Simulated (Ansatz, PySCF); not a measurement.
Breaking a bond: Li₂, singlet.

- UKS-B3LYP/6-31G* = unrestricted B3LYP/6-31G*, spherical d in PySCF
- RKS-PBE = restricted PBE/cc-pVTZ (Ansatz, a program for electronic structure)
- RKS-PBE0 = restricted PBE0/cc-pVTZ (PySCF)

Energies are in kJ/mol, each relative to the lowest point of its own curve near equilibrium.

```json
[
 {"R / Å": "2.07", "UKS-B3LYP/6-31G*": "50.3", "RKS-PBE": "48.3", "RKS-PBE0": "49.9"},
 {"R / Å": "2.18", "UKS-B3LYP/6-31G*": "32.2", "RKS-PBE": "30.8", "RKS-PBE0": "31.9"},
 {"R / Å": "2.35", "UKS-B3LYP/6-31G*": "13.5", "RKS-PBE": "12.8", "RKS-PBE0": "13.3"},
 {"R / Å": "2.45", "UKS-B3LYP/6-31G*": "6.8", "RKS-PBE": "6.4", "RKS-PBE0": "6.7"},
 {"R / Å": "2.62", "UKS-B3LYP/6-31G*": "0.9", "RKS-PBE": "0.8", "RKS-PBE0": "0.9"},
 {"R / Å": "2.68", "UKS-B3LYP/6-31G*": "0.2", "RKS-PBE": "0.1", "RKS-PBE0": "0.1"},
 {"R / Å": "2.74", "UKS-B3LYP/6-31G*": "0.0", "RKS-PBE": "0.0", "RKS-PBE0": "0.0"},
 {"R / Å": "2.85", "UKS-B3LYP/6-31G*": "1.0", "RKS-PBE": "1.0", "RKS-PBE0": "1.0"},
 {"R / Å": "2.92", "UKS-B3LYP/6-31G*": "2.4", "RKS-PBE": "2.3", "RKS-PBE0": "2.3"},
 {"R / Å": "2.96", "UKS-B3LYP/6-31G*": "3.3", "RKS-PBE": "3.2", "RKS-PBE0": "3.3"},
 {"R / Å": "3.12", "UKS-B3LYP/6-31G*": "8.5", "RKS-PBE": "8.2", "RKS-PBE0": "8.5"},
 {"R / Å": "3.41", "UKS-B3LYP/6-31G*": "21.3", "RKS-PBE": "20.2", "RKS-PBE0": "21.4"},
 {"R / Å": "3.74", "UKS-B3LYP/6-31G*": "37.9", "RKS-PBE": "36.0", "RKS-PBE0": "38.7"},
 {"R / Å": "4.09", "UKS-B3LYP/6-31G*": "52.9", "RKS-PBE": "53.0", "RKS-PBE0": "57.5"},
 {"R / Å": "4.59", "UKS-B3LYP/6-31G*": "67.4", "RKS-PBE": "74.9", "RKS-PBE0": "82.5"},
 {"R / Å": "5.01", "UKS-B3LYP/6-31G*": "74.7", "RKS-PBE": "90.2", "RKS-PBE0": "100.6"},
 {"R / Å": "5.48", "UKS-B3LYP/6-31G*": "79.3", "RKS-PBE": "104.0", "RKS-PBE0": "117.5"},
 {"R / Å": "6.10", "UKS-B3LYP/6-31G*": "82.3", "RKS-PBE": "117.3", "RKS-PBE0": "134.8"},
 {"R / Å": "6.68", "UKS-B3LYP/6-31G*": "83.6", "RKS-PBE": "125.8", "RKS-PBE0": "146.7"},
 {"R / Å": "7.36", "UKS-B3LYP/6-31G*": "84.2", "RKS-PBE": "132.2", "RKS-PBE0": "156.5"},
 {"R / Å": "8.25", "UKS-B3LYP/6-31G*": "84.5", "RKS-PBE": "136.8", "RKS-PBE0": "164.6"}
]
```

At the longest distance, 8.25 Å, RKS-PBE0 lies highest above its minimum (164.6 kJ/mol) and UKS-B3LYP/6-31G* lowest (84.5 kJ/mol).

The unrestricted determinant behind UKS-B3LYP/6-31G* is spin-contaminated at 3.74 to 8.25 Å (<S²> up to 1.0, against 0.00 for a pure singlet). The restricted form behind RKS-PBE, RKS-PBE0 keeps the bonding electrons paired and can't separate into open-shell fragments.
